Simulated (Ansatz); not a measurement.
Total energies of C$_{3}$H$_{5}$FO (`FCC1CO1`).

| atom | x (Å) | y (Å) | z (Å) |
| --- | --- | --- | --- |
| F1 | 0.509 | -2.042 | 0.391 |
| C2 | 0.075 | -0.833 | 0.901 |
| C3 | -0.514 | -0.006 | -0.199 |
| C4 | 0.296 | 0.970 | -0.916 |
| O5 | -0.617 | 1.376 | 0.091 |
| H6 | 0.926 | -0.312 | 1.349 |
| H7 | -0.668 | -1.042 | 1.676 |
| H8 | -1.379 | -0.436 | -0.702 |
| H9 | 0.022 | 1.250 | -1.930 |
| H10 | 1.348 | 1.076 | -0.661 |

The species carries charge 0 and has multiplicity 1. Geometry: relaxed with PBE0-D4/def2-TZVP. It is one conformer, not always the lowest. Basis def2-TZVPP, Ansatz 0.2.0.

RPA on PBE orbitals: Hartree–Fock energy of these orbitals -290.82616 Eh, correlation -1.54325 Eh (frozen core).

```json
{"functional": "LDA (SPW92)", "energy without D4 (Eh)": "-290.19989", "D4 term (kJ/mol)": "–"}
{"functional": "PBE", "energy without D4 (Eh)": "-292.13412", "D4 term (kJ/mol)": "-14.5"}
{"functional": "revPBE", "energy without D4 (Eh)": "-292.37196", "D4 term (kJ/mol)": "-53.4"}
{"functional": "BLYP", "energy without D4 (Eh)": "-292.38493", "D4 term (kJ/mol)": "-33.1"}
{"functional": "r2SCAN", "energy without D4 (Eh)": "-292.31240", "D4 term (kJ/mol)": "-3.6"}
{"functional": "B97M-V", "energy without D4 (Eh)": "-292.40596", "D4 term (kJ/mol)": "–"}
{"functional": "B3LYP", "energy without D4 (Eh)": "-292.46565", "D4 term (kJ/mol)": "-23.1"}
{"functional": "r2SCANh", "energy without D4 (Eh)": "-292.29709", "D4 term (kJ/mol)": "-3.7"}
{"functional": "HSE06 (plane-wave form)", "energy without D4 (Eh)": "-292.13220", "D4 term (kJ/mol)": "-11.0"}
{"functional": "BHLYP", "energy without D4 (Eh)": "-292.31144", "D4 term (kJ/mol)": "-15.4"}
{"functional": "CAM-B3LYP", "energy without D4 (Eh)": "-292.35043", "D4 term (kJ/mol)": "-11.8"}
{"functional": "LC-ωPBE", "energy without D4 (Eh)": "-292.29260", "D4 term (kJ/mol)": "–"}
{"functional": "ωB97M-V", "energy without D4 (Eh)": "-292.35953", "D4 term (kJ/mol)": "–"}
{"functional": "B2PLYP", "energy without D4 (Eh)": "-292.25153", "D4 term (kJ/mol)": "–"}
```

Q: Give the same for PBE0, r2SCAN0, ωB97X-V, PBE-QIDH. (Estimate.)

A: Computed: 
```json
{"functional": "PBE0", "energy without D4 (Eh)": "-292.14642", "D4 term (kJ/mol)": "-12.0"}
{"functional": "r2SCAN0", "energy without D4 (Eh)": "-292.27531", "D4 term (kJ/mol)": "-4.1"}
{"functional": "ωB97X-V", "energy without D4 (Eh)": "-292.37230", "D4 term (kJ/mol)": "–"}
{"functional": "PBE-QIDH", "energy without D4 (Eh)": "-292.10452", "D4 term (kJ/mol)": "–"}
```

B3LYP takes the VWN-RPA correlation (the form of Gaussian; ORCA's B3LYP/G). HSE06 is the plane-wave form, built on full-range PBE exchange. The double hybrids freeze the cores in their second-order part.

LC-ωPBE has ω = 0.4 bohr⁻¹.
